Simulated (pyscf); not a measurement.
`[OH][Si]([Cl])([Cl])[Cl]` + `[OH][SiH3]` → `[OH][SiH2][O][Si]([Cl])([Cl])[Cl]` + `[H][H]` (four-centre exchange; singlet surface; H–O, H–Si broken, O–Si, H–H formed). Structures and frequencies: ωB97X-D3(BJ)/def2-SVP in PySCF. Energies in kJ/mol from the separated reactants.

```json
[
 {"level": "ωB97X-D3(BJ)/def2-TZVP", "barrier": "136.3", "reaction energy": "-119.8"},
 {"level": "r²SCAN/def2-TZVP", "barrier": "126.8", "reaction energy": "-112.8"},
 {"level": "B3LYP-D3(BJ)/def2-TZVP", "barrier": "134.6", "reaction energy": "-116.7"},
 {"level": "PBE0-D3(BJ)/def2-TZVP", "barrier": "…", "reaction energy": "…"},
 {"level": "ωB97M-D3(BJ)/def2-TZVP", "barrier": "…", "reaction energy": "-111.2"},
 {"level": "HF/def2-TZVP", "barrier": "227.7", "reaction energy": "-98.3"}
]
```

Complete the blanks.


- PBE0-D3(BJ)/def2-TZVP, barrier: 127.3
- PBE0-D3(BJ)/def2-TZVP, reaction energy: -106.4
- ωB97M-D3(BJ)/def2-TZVP, barrier: 138.4

The functionals in the table span 11.6 kJ/mol in this barrier, from r²SCAN to ωB97M-D3(BJ)/def2-TZVP. One saddle was located; it need not be the lowest between these sides.
